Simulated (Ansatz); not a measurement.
What a trial cell of Cd2Sn relaxes into

All numbers below come from DFT PBE, scalar-relativistic, plane waves, PAW (Ansatz 0.2.0). Cutoff 420 eV, Γ-centred k mesh, Gaussian smearing, no spin polarisation in the final step.

This is the end of a relaxation of cell and atoms.

```
Cd Sn
1.0
     1.66844    0.96328    7.77694
    -1.66844    0.96328    7.77694
     0.00000   -1.92655    7.77694
Cd Sn
2 1
Cartesian
  0.0000 0.0000 18.2195
  0.0000 0.0000 5.1113
  0.0000 0.0000 0.0000
```

Energies over the elements count from the elements' standard structures at the same level, with no empirical corrections.

Question: What space group does it have?

Answer: R-3m (No. 166). Conventional cell: a = 3.337 Å, c = 23.331 Å. Around Cd lie 3 Cd at 3.11 Å, 3 Sn at 3.29 Å and 6 Cd at 3.34 Å; Sn has 6 Cd at 3.29 Å and 6 Sn at 3.34 Å.

Question: What is its formation energy per atom?

Answer: 0.05 eV/atom.

Question: Is it a metal?

Answer: Yes, bands cross the Fermi level on the 18×18×18 mesh.

The final run used a 18×18×18 mesh on its 3-atom cell and 0.10 eV smearing. For metals, differences of a few meV/atom aren't resolved. The cell came from a trial start, so Cd2Sn may not exist in this structure.

Cost: 4 runs of about 13 core-minutes in all, on Arm Neoverse V1 (shared hosts).